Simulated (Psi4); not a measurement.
# MP2/aug-cc-pVDZ run of C2H2O2 (glyoxal)

What is the vertical electron affinity of C2H2O2 (glyoxal) at MP2/aug-cc-pVDZ? 

The calculation is run with Psi4 1.11.

1 further run of the same task is left out (set aside as unsound or not needed).

### Step 1. The system as given

The species is C2H2O2 (6 atoms), meant as a singlet with charge 0. As SMILES, `O=CC=O`. The shape is that of a PBE0-D4/def2-TZVP optimisation. This is one conformer, not always the lowest.

Bond lengths: O1–C2 1.197 Å, C2–C3 1.519 Å, C3–O4 1.197 Å, C2–H5 1.108 Å, C3–H6 1.108 Å. Angles: O1–C2–C3 121.5°, C2–C3–O4 121.5°, O1–C2–H5 123.7°, C3–C2–H5 114.8°, C2–C3–H6 114.8°, O4–C3–H6 123.7°.

### Step 2. A single-point energy at MP2/aug-cc-pVDZ

Contents of job.py:

```python
import psi4

psi4.set_memory('1600 MB')
psi4.set_num_threads(1)
psi4.set_output_file('run.log', False)

molecule = psi4.geometry("""
0 1
O      1.138970    -0.294510    -1.255700
C      0.523200     0.330160    -0.440590
C     -0.523400    -0.330110     0.440390
O     -1.136970     0.293940     1.257630
H      0.661710     1.415330    -0.264310
H     -0.663500    -1.414820     0.262570
symmetry c1
""")

options = {'basis': 'aug-cc-pVDZ', 'puream': True, 'e_convergence': 1e-09, 'd_convergence': 1e-08, 'scf_type': 'pk', 'num_frozen_docc': 4, 'mp2_type': 'conv'}
psi4.set_options(options)

E = psi4.energy("mp2")
print(f'total energy {E:.8f} hartree = {E * 27.211386:.5f} eV')
```

Started as:

```
$ python job.py
```

run.log:

```text
[...]
  Running in c1 symmetry.
[...]
  Nuclear repulsion =  102.357929768459769
[...]
  Multiplicity = 1
[...]
  Nalpha       = 15
  Nbeta        = 15
[...]
    Number of basis functions: 110
[...]
   @RHF iter   1:  -226.52697277355085   -9.75422e-01   4.34536e-03 DIIS/ADIIS
[...]
   @RHF iter  11:  -226.62718306868447   -2.87059e-12   3.12103e-09 DIIS
[...]
    Orbital Energies [Eh]
    ---------------------
    Doubly Occupied:
       1A    -20.617885     2A    -20.617884     3A    -11.373509
       4A    -11.372895     5A     -1.456420     6A     -1.440035
       7A     -0.968107     8A     -0.826923     9A     -0.713845
      10A     -0.711467    11A     -0.664430    12A     -0.601597
      13A     -0.538882    14A     -0.526263    15A     -0.438169
[...]
  @RHF Final Energy:  -226.62718306868447
   => Energetics <=
    Nuclear Repulsion Energy =            102.3579297684597691
    One-Electron Energy =                -512.2336016530637153
    Two-Electron Energy =                 183.2484888159194725
    Total Energy =                       -226.6271830686844737
[...]
 Multipole Moments:
 ------------------------------------------------------------------------------------
     Multipole            Electronic (a.u.)      Nuclear  (a.u.)        Total (a.u.)
 ------------------------------------------------------------------------------------
 L = 1.  Multiply by 2.5417464519 to convert [e a0] to [Debye]
 Dipole X            :          0.0006698           -0.0025712           -0.0019014
 Dipole Y            :         -0.0002022            0.0007354            0.0005332
 Dipole Z            :          0.0006537           -0.0024899           -0.0018362
 Magnitude           :                                                    0.0026965
[...]
	SCS-MP2 Total Energy (a.u.)        :  -227.25370314188078
	SOS-MP2 Total Energy (a.u.)        :  -227.19734762209080
	SCSN-MP2 Total Energy (a.u.)       :  -226.92474021317554
[...]
	SOS-PI-MP2 Total Energy (a.u.)     :  -227.29237504765854
[...]
	MP2 Total Energy (a.u.)            :  -227.27138675589299
[...]
```

The script printed:

```text
total energy -227.27138676 hartree = -6184.36943 eV
```

Run time: 17 s. Hardware: 1 thread of AMD EPYC 7R43 (Zen 3), shared host; peak memory 0.78 GiB.

### Step 3. The doublet anion, same level

Contents of input.json:

```json
{
  "schema_name": "qcschema_input",
  "schema_version": 1,
  "molecule": {
    "schema_name": "qcschema_molecule",
    "schema_version": 2,
    "symbols": ["O", "C", "C", "O", "H", "H"],
    "geometry": [2.15234136, -0.55654324, -2.37292909, 0.98870471, 0.62391198, -0.83259443, -0.98908265, -0.62381749, 0.83221649, -2.14856191, 0.5554661, 2.37657627, 1.25045067, 2.67458608, -0.49947351, -1.25383328, -2.67362232, 0.49618539],
    "molecular_charge": -1,
    "molecular_multiplicity": 2,
    "fix_symmetry": "c1"
  },
  "driver": "energy",
  "model": {
    "method": "mp2",
    "basis": "aug-cc-pVDZ"
  },
  "keywords": {
    "reference": "uhf",
    "puream": true,
    "e_convergence": 1e-09,
    "d_convergence": 1e-08,
    "scf_type": "pk",
    "num_frozen_docc": 4,
    "mp2_type": "conv",
    "maxiter": 100
  }
}
```

Started as:

```
$ psi4 --qcschema input.json -n 1 --memory 1600MB
```

stdout:

```text
[...]
  Running in c1 symmetry.
[...]
  Nuclear repulsion =  102.357929830748134
[...]
  Multiplicity = 2
[...]
  Nalpha       = 16
  Nbeta        = 15
[...]
    Number of basis functions: 110
[...]
   @UHF iter   1:  -226.46768818676387   -9.16138e-01   5.26915e-03 ADIIS/DIIS
[...]
   @UHF iter  15:  -226.62679591564660   -4.57590e-12   4.53217e-09 DIIS
[...]
   @S^2 Observed:                7.930322693E-01
[...]
    Orbital Energies [Eh]
    ---------------------
    Alpha Occupied:
       1A    -20.333659     2A    -20.333654     3A    -11.089819
       4A    -11.089101     5A     -1.199953     6A     -1.185207
       7A     -0.713092     8A     -0.569832     9A     -0.454567
      10A     -0.444088    11A     -0.405187    12A     -0.404766
      13A     -0.360397    14A     -0.263071    15A     -0.175977
      16A     -0.039764
    Alpha Virtual:
      17A      0.158450    18A      0.161406    19A      0.216686
      20A      0.246188    21A      0.253404    22A      0.254279
      23A      0.260198    24A      0.289562    25A      0.315599
[...]
  @UHF Final Energy:  -226.62679591564660
   => Energetics <=
    Nuclear Repulsion Energy =            102.3579298307481338
    One-Electron Energy =                -520.3558886463741828
    Two-Electron Energy =                 191.3711628999794243
    Total Energy =                       -226.6267959156465963
  UHF NO Occupations:
  HONO-2 :   14  A 1.9975828
  HONO-1 :   15  A 1.9825384
[...]
 Multipole Moments:
 ------------------------------------------------------------------------------------
     Multipole            Electronic (a.u.)      Nuclear  (a.u.)        Total (a.u.)
 ------------------------------------------------------------------------------------
 L = 1.  Multiply by 2.5417464519 to convert [e a0] to [Debye]
 Dipole X            :          0.0018906           -0.0025712           -0.0006806
 Dipole Y            :         -0.0005482            0.0007354            0.0001872
 Dipole Z            :          0.0018349           -0.0024899           -0.0006551
 Magnitude           :                                                    0.0009630
[...]
	SCS-MP2 Total Energy (a.u.)        :  -227.25881191605521
	SOS-MP2 Total Energy (a.u.)        :  -227.19919744242816
	SCSN-MP2 Total Energy (a.u.)       :  -226.94156033639737
[...]
	SOS-PI-MP2 Total Energy (a.u.)     :  -227.29459769689177
[...]
	MP2 Total Energy (a.u.)            :  -227.28264060884570
[...]
```

The result, in JSON:

```text
{
 "driver": "energy",
 "model": {
  "method": "mp2",
  "basis": "aug-cc-pVDZ"
 },
 "success": true,
 "return_result": -227.2826406088457,
 "properties": {
  "calcinfo_nbasis": 110,
  "calcinfo_nmo": 110,
  "calcinfo_nalpha": 16,
  "calcinfo_nbeta": 15,
  "calcinfo_natom": 6,
  "nuclear_repulsion_energy": 102.35792983074813,
  "return_energy": -227.2826406088457,
  "scf_one_electron_energy": -520.3558886463742,
  "scf_two_electron_energy": 191.37116289997942,
  "scf_dipole_moment": [-0.0006806146887723408, 0.00018720575859909605, -0.0006550716437110915],
  "scf_total_energy": -226.6267959156466,
  "scf_iterations": 15,
  "mp2_same_spin_correlation_energy": -0.17884342088112193,
  "mp2_opposite_spin_correlation_energy": -0.47700127231797895,
  "mp2_singles_energy": 0.0,
  "mp2_doubles_energy": -0.6558446931991009,
  "mp2_correlation_energy": -0.6558446931991,
  "mp2_total_energy": -227.2826406088457
 }
}
```

It took 20 s on 1 thread of AMD EPYC 7R43 (Zen 3), shared host; peak memory 0.8 GiB.

### Step 4. What came out

At MP2/aug-cc-pVDZ, 4 core orbitals frozen:

| quantity | value |
| --- | --- |
| singlet C2H2O2: total energy | -227.27139 Eh |
| singlet C2H2O2: HOMO energy (Hartree–Fock orbitals) | -11.92 eV |
| singlet C2H2O2: LUMO energy (Hartree–Fock orbitals) | 0.98 eV |
| singlet C2H2O2: HOMO–LUMO gap (Hartree–Fock orbitals) | 12.90 eV |
| singlet C2H2O2: correlation energy (4 core orbitals frozen) | -644.2 mEh |
| doublet anion: total energy | -227.28264 Eh |
| doublet anion: HOMO energy (Hartree–Fock orbitals) (highest over α and β) | -1.08 eV |
| doublet anion: LUMO energy (Hartree–Fock orbitals) (lowest over α and β) | 4.31 eV |
| doublet anion: correlation energy (4 core orbitals frozen) | -655.8 mEh |
| doublet anion: ⟨S²⟩ of the reference determinant | 0.793 |
| vertical electron affinity (to the doublet anion) | 0.306 eV |

In words: At fixed nuclei the extra electron is bound by 0.31 eV (29.5 kJ/mol).
